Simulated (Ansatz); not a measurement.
**B₂H₄S (SMILES BBS): one structure at several levels**

An exercise on one series of results from a longer session: the logs are not shown, and one member is left open.

The runs use Ansatz 0.2.0, Gaussian basis; single points in def2-TZVPP.

Cores are frozen in the correlated methods.

## The system as given

SMILES `BBS`, 7 atoms, charge 0, spin multiplicity 1.

Atoms are counted from 1 here; the program's logs count them from 0.

Bond lengths: B1–B2 1.624 Å, B1–H4 1.193 Å, B1–H5 1.217 Å, B2–S3 1.875 Å, B2–H6 1.171 Å, S3–H7 1.380 Å. Angles: B2–B1–H4 118.2°, B2–B1–H5 123.3°, H4–B1–H5 118.4°, B1–B2–S3 123.0°, B1–B2–H6 127.7°, S3–B2–H6 109.2°, B2–S3–H7 101.2°.

Coordinates:

```
B    -0.64830    0.57890   -0.65360
B    -0.11280    0.00750    0.76930
S     1.33750   -1.17110    0.91690
H    -1.52390   -0.01340   -1.20600
H    -0.17430    1.55640   -1.20200
H    -0.49670    0.28080    1.84140
H     1.66680   -1.35820   -0.41050
```

Set-up of the first run:

Contents of run/in.yaml:

```yaml
crystal:
  periodic: [false, false, false]
  atoms:
    - {symbol: B, position_ang: [-0.648300, 0.578900, -0.653600]}
    - {symbol: B, position_ang: [-0.112800, 0.007500, 0.769300]}
    - {symbol: S, position_ang: [1.337500, -1.171100, 0.916900]}
    - {symbol: H, position_ang: [-1.523900, -0.013400, -1.206000]}
    - {symbol: H, position_ang: [-0.174300, 1.556400, -1.202000]}
    - {symbol: H, position_ang: [-0.496700, 0.280800, 1.841400]}
    - {symbol: H, position_ang: [1.666800, -1.358200, -0.410500]}
basis:
  gaussian: {orbitals: def2-TZVPP}
correlation: {method: ccsd_t}
output: {forces: true}
```

No record of the launch command was kept for these runs.

Steps of the session up to this table: CCSD(T)/def2-TZVPP; PBE0-D4/def2-TZVPP; wB97M-V/def2-TZVPP; r2SCAN-D4/def2-TZVPP; PBE-D4/def2-TZVPP; r2SCANh-D4/def2-TZVPP; HSE06-D4/def2-TZVPP.

One of the session's tables, all rows but one given; the rest of the session is left out.

| method | RMS force component (eV/Å) | angle to CCSD(T) forces (°) | dipole (D) |
| --- | --- | --- | --- |
| CCSD(T) | 0.672 | reference | 0.70 |
| PBE0-D4 | 0.653 | 11.5 | 0.74 |
| wB97M-V | 0.656 | 7.9 | 0.73 |
| r2SCAN-D4 | 0.602 | 14.0 | 0.72 |
| PBE-D4 | 0.568 | 22.0 | 0.64 |
| r2SCANh-D4 | 0.631 | 11.8 | 0.75 |
| HSE06-D4 | ? | ? | ? |

Q: Estimate the row for HSE06-D4 from the others.

**Answer.** RMS force component (eV/Å): 0.649; angle to CCSD(T) forces (°): 11.7; dipole (D): 0.73. In the column «RMS force component (eV/Å)» it lies between r2SCANh-D4 (0.631) and PBE0-D4 (0.653).
